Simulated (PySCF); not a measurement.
## Broadened absorption spectrum of C5H8

Species: C5H8.
InChI=1S/C5H8/c1-2-5-3-4-5/h2,5H,1,3-4H2

Computed with TDDFT B3LYP/def2-SVPD, vertical, gas phase, core orbitals frozen in the response in PySCF. Isolated species at its GFN2-xTB geometry (one conformer only). Torsions of this conformer, `[CH2:1]=[CH:2][CH:3]1[CH2:4][CH2:5]1`: C1–C2–C3–C4 -145°.

Computed states:

| state | E (eV) | f |
| --- | --- | --- |
| S1 | 6.63 | 0.032 |
| S2 | 6.72 | 0.0018 |
| S3 | 6.78 | 0.502 |
| S4 | 6.96 | 0.0048 |
| S5 | 7.35 | 0.0054 |
| S6 | 7.53 | 0.0003 |
| S7 | 7.91 | 0.011 |
| S8 | 8.14 | 0.0008 |

Each state is given a Gaussian of 0.3 eV full width at half maximum, with ε(max) = 2.175×10⁸ f / Δν̃ (Δν̃ the width in cm⁻¹). The width is an assumption, not a result. The curve ends short of the highest state used, and states not computed would add to its high-energy end.

(1) What does the envelope look like, and where are its maxima?

(2) On this curve, what absorbance would a 10⁻³ mol/L sample give at 193 nm over a 1 cm path?

(3) Coming from long wavelengths, where does ε first pass 100 L mol⁻¹ cm⁻¹?

## Answers

(1) 
```csv
λ (nm),ε (L mol⁻¹ cm⁻¹)
164.5,210
165.7,316
167.0,433
168.2,495
169.5,487
170.7,447
172.0,494
173.2,868
174.5,2140
175.7,4844
177.0,10336
178.2,18137
179.5,28686
180.7,38228
182.0,45268
183.2,46678
184.5,42437
185.7,34771
187.0,25064
188.2,16864
189.5,10021
190.7,5751
192.0,2934
193.2,1486
194.5,669
195.7,304
197.0,121
198.2,49
199.5,17
200.7,6
```

Maxima: 183 nm (6.78 eV), ε about 47000, made up of S3 (96%); 169 nm (7.35 eV), ε about 500, made up of S5 (97%) (ε in L mol⁻¹ cm⁻¹; maxima over ε = 5, shares over 10%).

(2) 193 nm is 6.424 eV, where ε is about 1700 L mol⁻¹ cm⁻¹, so A = ε c l ≈ 1.7 (Beer–Lambert, with the gas-phase spectrum and the assumed width).

(3) At about 197 nm (6.29 eV), 0.34 eV below S1.
